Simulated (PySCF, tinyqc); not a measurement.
Inside a calculation. Method: RHF in the sto-6g basis, for LiH, spin multiplicity 1. The lowest restricted solution is unstable here: a spin-polarised one lies 0.0231 hartree lower (PySCF). Computed by tinyqc, a small Python program that keeps every step (integrals from PySCF). Settings: charge = 0, multiplicity = 1, basis = sto-6g, energy threshold = 1e-08, iteration cap = 69, orthogonalisation = symmetric, start = random, DIIS depth = 0, shift = 0.2, method = RHF. Command: `OMP_NUM_THREADS=1 python tinyqc.py 31614 31615 out.jsonl` (the two numbers bound the seeds that draw the settings). One thread of a shared host (Intel(R) Xeon(R) Processor @ 2.60GHz), about 0.1 s of CPU time with the checks. Later iterations appear only in the table of the cycle.

## One-electron integrals

Geometry (angstrom):
```
atom         x         y         z
Li    0.000000  0.000000  0.000000
H     0.000000  0.000000  2.455000
```

Basis sto-6g: exponents (1/bohr^2) and contraction coefficients of normalised primitives:
```
element  l (shell)    exponent  coefficient
Li           s (1)  167.175846     0.009164
Li           s (1)   30.651508     0.049361
Li           s (1)    8.575187     0.168538
Li           s (1)    2.945808     0.370563
Li           s (1)    1.143944     0.416492
Li           s (1)    0.471139     0.130334
Li           s (2)    6.597564    -0.013253
Li           s (2)    1.305830    -0.046992
Li           s (2)    0.405851    -0.033785
Li           s (2)    0.156146     0.250242
Li           s (2)    0.067814     0.595117
Li           s (2)    0.031084     0.240706
Li           p (3)    6.597564     0.003760
Li           p (3)    1.305830     0.037679
Li           p (3)    0.405851     0.173897
Li           p (3)    0.156146     0.418036
Li           p (3)    0.067814     0.425860
Li           p (3)    0.031084     0.101708
H            s (1)   35.523221     0.009164
H            s (1)    6.513144     0.049361
H            s (1)    1.822143     0.168538
H            s (1)    0.625955     0.370563
H            s (1)    0.243077     0.416492
H            s (1)    0.100112     0.130334
```

Overlap, kinetic and nuclear-attraction integrals over the contracted functions; the nuclear repulsion is the sum of Za Zb / Rab.

nuclear repulsion = 0.64665240 hartree

overlap S, lower triangle:
```
           1Li 1s    1Li 2s   1Li 2px   1Li 2py   1Li 2pz     2H 1s
1Li 1s   1.000000
1Li 2s   0.235742  1.000000
1Li 2px  0.000000  0.000000  1.000000
1Li 2py  0.000000  0.000000  0.000000  1.000000
1Li 2pz  0.000000  0.000000  0.000000  0.000000  1.000000
2H 1s    0.010344  0.208316  0.000000  0.000000  0.307337  1.000000
```

kinetic energy T (hartree), lower triangle:
```
            1Li 1s    1Li 2s   1Li 2px   1Li 2py   1Li 2pz     2H 1s
1Li 1s    3.616742
1Li 2s   -0.110723  0.106524
1Li 2px   0.000000  0.000000  0.320007
1Li 2py   0.000000  0.000000  0.000000  0.320007
1Li 2pz   0.000000  0.000000  0.000000  0.000000  0.320007
2H 1s    -0.004645  0.005231  0.000000  0.000000  0.029501  0.768522
```

nuclear attraction V (hartree), lower triangle:
```
            1Li 1s     1Li 2s    1Li 2px    1Li 2py    1Li 2pz      2H 1s
1Li 1s   -8.282695
1Li 2s   -0.879176  -1.410781
1Li 2px   0.000000   0.000000  -1.392685
1Li 2py   0.000000   0.000000   0.000000  -1.392685
1Li 2pz  -0.007231  -0.075152   0.000000   0.000000  -1.446818
2H 1s    -0.039493  -0.304406   0.000000   0.000000  -0.454046  -1.886169
```

core Hamiltonian H = T + V (hartree), lower triangle:
```
            1Li 1s     1Li 2s    1Li 2px    1Li 2py    1Li 2pz      2H 1s
1Li 1s   -4.665953
1Li 2s   -0.989899  -1.304257
1Li 2px   0.000000   0.000000  -1.072678
1Li 2py   0.000000   0.000000   0.000000  -1.072678
1Li 2pz  -0.007231  -0.075152   0.000000   0.000000  -1.126811
2H 1s    -0.044138  -0.299175   0.000000   0.000000  -0.424545  -1.117647
```

## Two-electron integrals

Functions are numbered as in S; the eight-fold symmetry (ij|kl) = (ji|kl) = (kl|ij) leaves the list below.

Two-electron integrals (ij|kl) in chemists' order, unique and non-zero (hartree):
```
(11|11) 1.681247   (21|11) 0.242603   (21|21) 0.044507   (22|11) 0.397190
(22|21) 0.090279   (22|22) 0.290625   (31|31) 0.009437   (32|31) 0.014261
(32|32) 0.064236   (33|11) 0.397190   (33|21) 0.090279   (33|22) 0.290625
(33|33) 0.313125   (41|41) 0.009437   (42|41) 0.014261   (42|42) 0.064236
(43|43) 0.016875   (44|11) 0.397190   (44|21) 0.090279   (44|22) 0.290625
(44|33) 0.279374   (44|44) 0.313125   (51|51) 0.009437   (52|51) 0.014261
(52|52) 0.064236   (53|53) 0.016875   (54|54) 0.016875   (55|11) 0.397190
(55|21) 0.090279   (55|22) 0.290625   (55|33) 0.279374   (55|44) 0.279374
(55|55) 0.313125   (61|11) 0.010251   (61|21) 0.001861   (61|22) 0.003888
(61|33) 0.003831   (61|44) 0.003831   (61|51) 0.000250   (61|52) 0.000538
(61|55) 0.004003   (61|61) 0.000086   (62|11) 0.056880   (62|21) 0.013274
(62|22) 0.049997   (62|33) 0.047081   (62|44) 0.047081   (62|51) 0.002036
(62|52) 0.015597   (62|55) 0.055830   (62|61) 0.000692   (62|62) 0.019036
(63|31) 0.000703   (63|32) 0.004053   (63|53) 0.001874   (63|63) 0.000839
(64|41) 0.000703   (64|42) 0.004053   (64|54) 0.001874   (64|64) 0.000839
(65|11) 0.079861   (65|21) 0.018732   (65|22) 0.072132   (65|33) 0.067272
(65|44) 0.067272   (65|51) 0.003180   (65|52) 0.024410   (65|55) 0.081850
(65|61) 0.000998   (65|62) 0.029416   (65|65) 0.045665   (66|11) 0.215529
(66|21) 0.050798   (66|22) 0.208602   (66|33) 0.192508   (66|44) 0.192508
(66|51) 0.007208   (66|52) 0.071571   (66|55) 0.240793   (66|61) 0.002674
(66|62) 0.108395   (66|65) 0.171436   (66|66) 0.774999
```

## Orthogonalisation

S = U s U^T; symmetric (Loewdin) form X = U s^(-1/2) U^T, so that X^T S X = 1.

eigenvalues of S: 0.602905  0.815332  1.000000  1.000000  1.176743  1.405020

X, lower triangle:
```
            1Li 1s     1Li 2s   1Li 2px   1Li 2py    1Li 2pz     2H 1s
1Li 1s    1.022203
1Li 2s   -0.125079   1.041078
1Li 2px   0.000000   0.000000  1.000000
1Li 2py   0.000000   0.000000  0.000000  1.000000
1Li 2pz  -0.004163   0.027640  0.000000  0.000000   1.039483
2H 1s     0.015524  -0.117529  0.000000  0.000000  -0.168683  1.058078
```

## Starting guess

The start is random orthonormal orbitals; D = 2 C_occ C_occ^T.

D at the start, lower triangle:
```
            1Li 1s     1Li 2s    1Li 2px    1Li 2py    1Li 2pz     2H 1s
1Li 1s    1.973594
1Li 2s   -0.369281   0.587069
1Li 2px  -0.435039  -0.257902   0.318158
1Li 2py  -0.092685   0.074050  -0.016717   0.010561
1Li 2pz  -0.057333   0.406936  -0.246901   0.046070   0.304733
2H 1s     0.326578  -1.029070   0.562085  -0.121310  -0.749902  1.862927
```

## Iteration 1: building the Fock matrix

J_ij = sum D_kl (ij|kl), K_ij = sum D_kl (ik|jl); F = H + J - 0.5 K; E = tr D H + tr D J / 2 - 0.25 tr D K + E_nn.

Coulomb J (hartree), lower triangle:
```
            1Li 1s     1Li 2s    1Li 2px   1Li 2py   1Li 2pz     2H 1s
1Li 1s    3.795067
1Li 2s    0.596548   1.251995
1Li 2px  -0.014776  -0.040986   1.238878
1Li 2py   0.000192   0.005887  -0.000564  1.228496
1Li 2pz   0.015156   0.115617  -0.006226  0.001100  1.288616
2H 1s     0.026145   0.295843  -0.002684  0.000439  0.443677  1.669695
```

exchange K (hartree), lower triangle:
```
            1Li 1s     1Li 2s    1Li 2px    1Li 2py   1Li 2pz     2H 1s
1Li 1s    3.173681
1Li 2s    0.378603   0.150311
1Li 2px  -0.201311  -0.108257   0.141618
1Li 2py  -0.030497   0.010385  -0.004952   0.050493
1Li 2pz   0.022034   0.049543  -0.034278   0.005260  0.060918
2H 1s     0.027648  -0.021188   0.076445  -0.016903  0.069813  1.014153
```

Fock matrix F (hartree), lower triangle:
```
            1Li 1s     1Li 2s    1Li 2px    1Li 2py    1Li 2pz     2H 1s
1Li 1s   -2.457726
1Li 2s   -0.582653  -0.127418
1Li 2px   0.085879   0.013143   0.095391
1Li 2py   0.015441   0.000694   0.001912   0.130572
1Li 2pz  -0.003092   0.015693   0.010913  -0.001530   0.131347
2H 1s    -0.031817   0.007262  -0.040907   0.008890  -0.015775  0.044971
```

total energy of this density = -7.02059107 hartree

## Iteration 1: diagonalisation and new density

A level shift of 0.2 hartree raises the virtual space: F + shift (S - S D(s) S), with D(s) the density of one spin (D/2). Diagonalise F' = X^T F X, C = X C', fill 2 alpha and 2 beta electrons from the bottom; D = 2 C_occ C_occ^T. Each column has its largest component positive (the first on a tie).

F' = X^T F X (hartree), lower triangle:
```
           1          2          3          4          5         6
1  -2.408664
2  -0.290361   0.142142
3   0.131813   0.032493   0.263575
4   0.024143  -0.007170   0.003584   0.329516
5  -0.009256   0.003266   0.033646  -0.005718   0.338845
6  -0.019358   0.071305  -0.093969   0.020213  -0.012392  0.119539
```

orbital energies (hartree): MO1 -2.448229, MO2 0.033523, MO3 0.210716, MO4 0.292930, MO5 0.330021, MO6 0.365991

coefficients C:
```
               MO1        MO2        MO3        MO4        MO5        MO6
1Li 1s    1.000536   0.138755  -0.184866   0.073310   0.022767   0.020232
1Li 2s   -0.007984  -0.583623   0.866235  -0.144896  -0.036216   0.026744
1Li 2px  -0.049523   0.357221   0.344147   0.682390   0.137216   0.516739
1Li 2py  -0.008285  -0.076012  -0.005195  -0.005151   0.977290  -0.197496
1Li 2pz   0.002417  -0.150102  -0.122668  -0.546444   0.159603   0.864929
2H 1s     0.004440   0.907924   0.280217  -0.305930  -0.011666  -0.406744
```

D after iteration 1, lower triangle:
```
            1Li 1s     1Li 2s    1Li 2px    1Li 2py    1Li 2pz     2H 1s
1Li 1s    2.040650
1Li 2s   -0.177938   0.681360
1Li 2px   0.000033  -0.416174   0.260118
1Li 2py  -0.037674   0.088857  -0.053485   0.011693
1Li 2pz  -0.036819   0.175167  -0.107478   0.022779   0.045073
2H 1s     0.260844  -1.059842   0.648219  -0.138100  -0.272540  1.648692
```

## Iteration 2: building the Fock matrix

As before.

Coulomb J (hartree), lower triangle:
```
            1Li 1s     1Li 2s    1Li 2px   1Li 2py   1Li 2pz     2H 1s
1Li 1s    3.937582
1Li 2s    0.615721   1.269166
1Li 2px  -0.010958  -0.048212   1.256647
1Li 2py   0.001629   0.009222  -0.001805  1.248263
1Li 2pz   0.010266   0.093367  -0.001198  0.000251  1.302593
2H 1s     0.026740   0.288729  -0.002688  0.000521  0.431664  1.607516
```

exchange K (hartree), lower triangle:
```
            1Li 1s     1Li 2s    1Li 2px    1Li 2py   1Li 2pz     2H 1s
1Li 1s    3.379226
1Li 2s    0.480076   0.200902
1Li 2px  -0.040554  -0.114535   0.132496
1Li 2py  -0.006656   0.020532  -0.015845   0.058901
1Li 2pz   0.003503  -0.002621   0.012982  -0.002801  0.057240
2H 1s     0.024377  -0.024975   0.096620  -0.020753  0.128353  0.981338
```

Fock matrix F (hartree), lower triangle:
```
            1Li 1s     1Li 2s    1Li 2px   1Li 2py    1Li 2pz      2H 1s
1Li 1s   -2.417984
1Li 2s   -0.614216  -0.135543
1Li 2px   0.009319   0.009056   0.117721
1Li 2py   0.004957  -0.001044   0.006117  0.146135
1Li 2pz   0.001283   0.019526  -0.007689  0.001652   0.147163
2H 1s    -0.029586   0.002041  -0.050998  0.010897  -0.057058  -0.000800
```

total energy of this density = -7.48068493 hartree

## Iteration 2: diagonalisation and new density

As before.

F' = X^T F X (hartree), lower triangle:
```
           1          2          3          4          5         6
1  -2.370428
2  -0.348957   0.130338
3   0.012675   0.048126   0.291709
4   0.008024  -0.009774   0.011466   0.344965
5  -0.005271   0.030862   0.000939  -0.000182   0.380043
6  -0.008295   0.076031  -0.111115   0.023704  -0.091976  0.092915
```

orbital energies (hartree): MO1 -2.418362, MO2 -0.022444, MO3 0.220385, MO4 0.323241, MO5 0.347377, MO6 0.419345

coefficients C:
```
               MO1        MO2        MO3        MO4        MO5        MO6
1Li 1s    0.995701   0.126105  -0.229352  -0.013681   0.005590  -0.025684
1Li 2s    0.017600  -0.533080   0.896371   0.084943  -0.007473   0.137220
1Li 2px  -0.007081   0.348351   0.078135   0.852789   0.196428   0.326593
1Li 2py  -0.002357  -0.075131  -0.009636  -0.166687   0.980450  -0.072049
1Li 2pz   0.000165   0.076915   0.022895  -0.406343   0.008213   0.968576
2H 1s    -0.001819   0.864645   0.328950  -0.183388  -0.000058  -0.522096
```

D after iteration 2, lower triangle:
```
            1Li 1s     1Li 2s    1Li 2px    1Li 2py   1Li 2pz     2H 1s
1Li 1s    2.014644
1Li 2s   -0.099399   0.568968
1Li 2px   0.073756  -0.371648   0.242798
1Li 2py  -0.023643   0.080019  -0.052311   0.011301
1Li 2pz   0.019727  -0.081998   0.053585  -0.011558  0.011832
2H 1s     0.214448  -0.921914   0.602426  -0.129916  0.133009  1.495228
```

## Iteration 3: building the Fock matrix

As before.

Coulomb J (hartree), lower triangle:
```
            1Li 1s     1Li 2s    1Li 2px    1Li 2py   1Li 2pz     2H 1s
1Li 1s    3.913527
1Li 2s    0.612543   1.265469
1Li 2px  -0.008361  -0.040760   1.250668
1Li 2py   0.001653   0.008553  -0.001766   1.242855
1Li 2pz   0.006009   0.075010   0.004066  -0.000877  1.302889
2H 1s     0.026462   0.285645  -0.001696   0.000354  0.427066  1.588805
```

exchange K (hartree), lower triangle:
```
            1Li 1s     1Li 2s    1Li 2px    1Li 2py   1Li 2pz     2H 1s
1Li 1s    3.367880
1Li 2s    0.498164   0.200278
1Li 2px  -0.006129  -0.093369   0.123724
1Li 2py  -0.001838   0.019281  -0.015497   0.055144
1Li 2pz   0.001312  -0.048804   0.057530  -0.012407  0.107127
2H 1s     0.026319   0.001680   0.101514  -0.021934  0.207224  1.012526
```

Fock matrix F (hartree), lower triangle:
```
            1Li 1s     1Li 2s    1Li 2px   1Li 2py    1Li 2pz      2H 1s
1Li 1s   -2.436366
1Li 2s   -0.626438  -0.138928
1Li 2px  -0.005296   0.005924   0.116128
1Li 2py   0.002572  -0.001088   0.005983  0.142606
1Li 2pz  -0.001878   0.024259  -0.024699  0.005327   0.122515
2H 1s    -0.030835  -0.014370  -0.052453  0.011321  -0.101091  -0.035105
```

total energy of this density = -7.57715117 hartree

## Iteration 3: diagonalisation and new density

As before.

F' = X^T F X (hartree), lower triangle:
```
           1          2          3         4          5         6
1  -2.385655
2  -0.365636   0.139818
3  -0.009690   0.041746   0.291849
4   0.004298  -0.008880   0.011214  0.341476
5  -0.012146   0.061793  -0.031680  0.006831   0.359009
6  -0.004129   0.052488  -0.108135  0.023329  -0.167560  0.074270
```

orbital energies (hartree): MO1 -2.437542, MO2 -0.069716, MO3 0.211748, MO4 0.327339, MO5 0.343894, MO6 0.445044

coefficients C:
```
               MO1        MO2        MO3        MO4        MO5        MO6
1Li 1s    0.994484   0.093529  -0.243627  -0.027566   0.001121  -0.054239
1Li 2s    0.022527  -0.408100   0.936619   0.110941  -0.001337   0.239681
1Li 2px   0.001339   0.313998  -0.011516   0.912351   0.209289   0.158380
1Li 2py  -0.001081  -0.067866   0.003781  -0.194910   0.977852  -0.034555
1Li 2pz   0.001146   0.255672  -0.027513  -0.260054   0.000928   0.987930
2H 1s    -0.002558   0.826544   0.267503  -0.174485  -0.000145  -0.613883
```

D after iteration 3, lower triangle:
```
            1Li 1s     1Li 2s    1Li 2px    1Li 2py   1Li 2pz     2H 1s
1Li 1s    1.995490
1Li 2s   -0.031532   0.334106
1Li 2px   0.061399  -0.256224   0.197193
1Li 2py  -0.014845   0.055344  -0.042623   0.009214
1Li 2pz   0.050106  -0.208628   0.160564  -0.034705  0.130739
2H 1s     0.149524  -0.674740   0.519059  -0.112183  0.422642  1.366364
```

## Iteration 35 (converged): orbitals

converged F (hartree), lower triangle:
```
            1Li 1s     1Li 2s   1Li 2px   1Li 2py    1Li 2pz      2H 1s
1Li 1s   -2.413693
1Li 2s   -0.621767  -0.186852
1Li 2px   0.000000   0.000000  0.155010
1Li 2py   0.000000   0.000000  0.000000  0.155010
1Li 2pz   0.012681  -0.046913  0.000000  0.000000   0.076814
2H 1s    -0.028002  -0.168265  0.000000  0.000000  -0.169606  -0.064429
```

Diagonalise F' = X^T F X, C = X C', fill 2 alpha and 2 beta electrons from the bottom; D = 2 C_occ C_occ^T. Each column has its largest component positive (the first on a tie).

F' = X^T F X (hartree), lower triangle:
```
           1          2         3         4          5         6
1  -2.366381
2  -0.339563  -0.040515
3   0.000000   0.000000  0.155010
4   0.000000   0.000000  0.000000  0.155010
5   0.010795  -0.002311  0.000000  0.000000   0.139328
6   0.024125  -0.167562  0.000000  0.000000  -0.195042  0.028707
```

orbital energies (hartree): MO1 -2.414984, MO2 -0.212574, MO3 0.065874, MO4 0.155010, MO5 0.155010, MO6 0.322822

coefficients C:
```
               MO1        MO2        MO3        MO4       MO5        MO6
1Li 1s    0.994213  -0.139115  -0.206511   0.000000  0.000000   0.101705
1Li 2s    0.023462   0.514292   0.803166   0.000000  0.000000  -0.451601
1Li 2px   0.000000   0.000001  -0.000001   0.977444  0.211194   0.000000
1Li 2py   0.000000   0.000000   0.000000  -0.211194  0.977444   0.000000
1Li 2pz  -0.004390   0.315959  -0.570452  -0.000001  0.000000  -0.827343
2H 1s    -0.000994   0.628572  -0.245132  -0.000001  0.000000   0.840740
```

D after iteration 35, lower triangle:
```
            1Li 1s    1Li 2s   1Li 2px   1Li 2py   1Li 2pz     2H 1s
1Li 1s    2.015624
1Li 2s   -0.096439  0.530092
1Li 2px   0.000000  0.000001  0.000000
1Li 2py   0.000000  0.000000  0.000000  0.000000
1Li 2pz  -0.096638  0.324784  0.000001  0.000000  0.199699
2H 1s    -0.176865  0.646492  0.000001  0.000000  0.397215  0.790207
```

Within a degenerate level the vectors are fixed only up to a rotation; this is one choice.

## Convergence

Stop when the energy changes by less than 1e-08 hartree and every element of the error matrix X^T (F D S - S D F) X is below 3e-05.

Course of the cycle:
```
iteration  E (hartree)     change  largest element of the error matrix
1          -7.02059107          -                             1.11e+00
2          -7.48068493  -4.60e-01                             2.31e-01
3          -7.57715117  -9.65e-02                             1.37e-01
4          -7.65231468  -7.52e-02                             1.20e-01
5          -7.71929923  -6.70e-02                             9.34e-02
6          -7.77151737  -5.22e-02                             9.03e-02
7          -7.80662307  -3.51e-02                             7.63e-02
8          -7.82867744  -2.21e-02                             6.00e-02
9          -7.84249113  -1.38e-02                             4.57e-02
10         -7.85125508  -8.76e-03                             3.43e-02
11         -7.85683003  -5.57e-03                             2.60e-02
12         -7.86033782  -3.51e-03                             2.11e-02
13         -7.86250183  -2.16e-03                             1.69e-02
14         -7.86380625  -1.30e-03                             1.33e-02
...                ...        ...                                  ...
22         -7.86556801  -1.27e-05                             1.34e-03
23         -7.86557489  -6.88e-06                             9.90e-04
24         -7.86557860  -3.71e-06                             7.28e-04
25         -7.86558060  -2.00e-06                             5.35e-04
26         -7.86558168  -1.08e-06                             3.93e-04
27         -7.86558226  -5.80e-07                             2.88e-04
28         -7.86558257  -3.12e-07                             2.11e-04
29         -7.86558274  -1.67e-07                             1.55e-04
30         -7.86558283  -8.99e-08                             1.14e-04
31         -7.86558288  -4.83e-08                             8.33e-05
32         -7.86558290  -2.59e-08                             6.10e-05
33         -7.86558292  -1.39e-08                             4.47e-05
34         -7.86558292  -7.47e-09                             3.28e-05
35         -7.86558293  -4.01e-09                             2.40e-05
```

PySCF RHF in the same basis = -7.86558293 hartree

Converged in 35 iterations.

## Populations, bond orders and dipole

Mulliken: Z minus the diagonal of D S on the atom; Loewdin: the same with S^(1/2) D S^(1/2); Mayer order: 2 sum_s sum (D(s) S)_ij (D(s) S)_ji over the two atoms.

Charges (e):
```
atom   Mulliken    Loewdin
1Li    0.045131   0.041469
2H    -0.045131  -0.041469
```

Mayer bond orders:
```
pair     order
2-1   0.997963
```

dipole moment about the origin, x y z (debye): -0.000012  0.000003  -5.308012
